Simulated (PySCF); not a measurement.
Broadened absorption spectrum of F2OS

Compound: F2OS.
Atom-mapped SMILES: `[O:1]=[S:2]([F:3])[F:4]`

Level of theory: PySCF, TDDFT CAM-B3LYP/def2-SVPD, vertical, gas phase, core orbitals frozen in the response. Geometry: GFN2-xTB; no solvent, vibrations or thermal averaging.

Computed states:

| state | E (eV) | f |
| --- | --- | --- |
| S1 | 6.46 | 0.035 |
| S2 | 7.51 | 0.018 |
| S3 | 8.26 | 0.0092 |
| S4 | 8.53 | 0.0002 |
| S5 | 8.57 | 0.097 |
| S6 | 8.89 | 0.011 |
| S7 | 9.26 | 0.0011 |
| S8 | 9.37 | 0.071 |

Each state is given a Gaussian of 0.3 eV full width at half maximum, with ε(max) = 2.175×10⁸ f / Δν̃ (Δν̃ the width in cm⁻¹). The cross-section is σ = 3.8235×10⁻²¹ ε cm², given in Mb (10⁻¹⁸ cm²). The width is an assumption, not a result. The curve ends short of the highest state used, and states not computed would add to its high-energy end.

Question: Give the broadened spectrum and its maxima.

Answer: 
λ (nm), σ (Mb) and a bar:
```
    141.3      12.15 ############
    143.5      29.82 ##############################
    145.8      29.47 ##############################
    148.0      12.36 ############
    150.3       4.48 #####
    152.5       1.98 ##
    154.7       0.51 #
    157.0       0.13 
    159.2       0.63 #
    161.5       2.80 ###
    163.7       5.67 ######
    165.9       6.01 ######
    168.2       3.37 ###
    170.4       1.10 #
    172.6       0.22 
    174.9       0.02 
    177.1       0.00 
    179.4       0.02 
    181.6       0.20 
    183.8       1.02 #
    186.1       3.52 ####
    188.3       7.60 ########
    190.5      11.25 ###########
    192.8      11.63 ############
    195.0       8.57 #########
    197.3       4.49 #####
    199.5       1.81 ##
    201.7       0.56 #
    204.0       0.12 
    206.2       0.02
```

Maxima: 192 nm (6.46 eV), ε about 3100, made up of S1 (100%); 165 nm (7.51 eV), ε about 1700, made up of S2 (100%); 145 nm (8.57 eV), ε about 8900, made up of S5 (99%) (ε in L mol⁻¹ cm⁻¹; maxima over ε = 5, shares over 10%).

Question: On this curve, what absorbance would a 10⁻³ mol/L sample give at 193 nm over a 1 cm path?

Answer: 193 nm is 6.424 eV, where ε is about 3000 L mol⁻¹ cm⁻¹, so A = ε c l ≈ 3 (Beer–Lambert, with the gas-phase spectrum and the assumed width).

Question: Coming from long wavelengths, where does ε first pass 100 L mol⁻¹ cm⁻¹?

Answer: At about 202 nm (6.13 eV), 0.33 eV below S1.

Question: What would ε be at 8.57 eV, the highest of these maxima, with half the width (0.15 eV)?

Answer: About 17500 L mol⁻¹ cm⁻¹ against 8860, a factor of about 1.98; a lone state at its own centre would give exactly 2.

Hardware: one thread of an Arm Neoverse V2, shared host. Cost: 5.1 s.
